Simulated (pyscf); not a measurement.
`[OH][Si]([F])([F])[F]` + `[OH2]` → `[OH][Si]([F])([F])[F]` + `[OH2]` (four-centre exchange; singlet surface; H–O, H–O broken, H–O, H–O formed). PySCF, gas phase, ωB97X-D3(BJ)/def2-SVP geometries. Energies in kcal/mol from the separated reactants.

```
level                   barrier  reaction energy
----------------------  -------  ---------------
PBE/def2-TZVP              27.9              0.0
r²SCAN/def2-TZVP           30.0              0.0
B3LYP-D3(BJ)/def2-TZVP      [?]              0.0
M06-2X/def2-TZVP            [?]              0.0
ωB97M-D3(BJ)/def2-TZVP     32.7              0.0
HF/def2-TZVP               50.8              0.0
```

Question: What belongs in the gaps?

Answer: 
- B3LYP-D3(BJ)/def2-TZVP, barrier: 32.2
- M06-2X/def2-TZVP, barrier: 33.4

The functionals in the table span 5.5 kcal/mol in this barrier, from PBE to M06-2X. On the reactant side the descent ends in a bound adduct, 9.1 kcal/mol under the separated species and 42.8 kcal/mol under the saddle at ωB97X-D3(BJ)/def2-TZVP. On the product side the descent ends in a bound adduct, 9.2 kcal/mol under the separated species and 42.8 kcal/mol under the saddle at ωB97X-D3(BJ)/def2-TZVP. The same reactants have a lower exit, to HO–Si(OH)(F)–F + HF (barrier +21.1 kcal/mol at ωB97M-D3(BJ)/def2-TZVP, against +32.7 kcal/mol here). Another saddle between the same species, by other bonds, lies lower (19.7 kcal/mol against 32.7 kcal/mol at ωB97M-D3(BJ)/def2-TZVP).
